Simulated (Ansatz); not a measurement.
We consider rock-salt PbSe, described by G0W0@r²SCAN (Ansatz, a first-principles code, plane waves, hard PAW, contour deformation).

The cell has the measured lattice parameters. Conventional cell: a = 6.1240 Å, b = 6.1240 Å, c = 6.1240 Å, α = 90.00°, β = 90.00°, γ = 90.00°.

The quasiparticle gap at Γ at a fixed k mesh 2×2×2:

```csv
response cutoff,value (eV)
"200 eV, 677 empty bands",6.693
"250 eV, 947 empty bands",6.700
"300 eV, 1245 empty bands",6.710
"400 eV, 1916 empty bands",6.718
```

Q: Taking the value to converge with the response cutoff E as E^(−3/2), extrapolate from the last two rows.

A: With y = y∞ + c/w and weights w = 5196 and 8000 for the last two rows, y∞ = (w2 y2 − w1 y1)/(w2 − w1) = (8000 × 6.718 − 5196 × 6.710)/2804 = 6.733 eV, which lies 0.015 beyond the last row. Successive pairs of rows give 6.718, 6.742, 6.733. The limit also hangs on the law assumed, so its last digits aren't firm.

The other settings are not extrapolated, so this is the limit in one setting alone.

At the last cutoff the smallest gap on this mesh is 0.56 eV, with an edge away from Γ.

Spin–orbit coupling is not included; with these elements it can move the gap by several tenths of an eV or more.

Note: filled d or f shells below the valence bands can shift G0W0 gaps through exchange with them, which wasn't tested here.
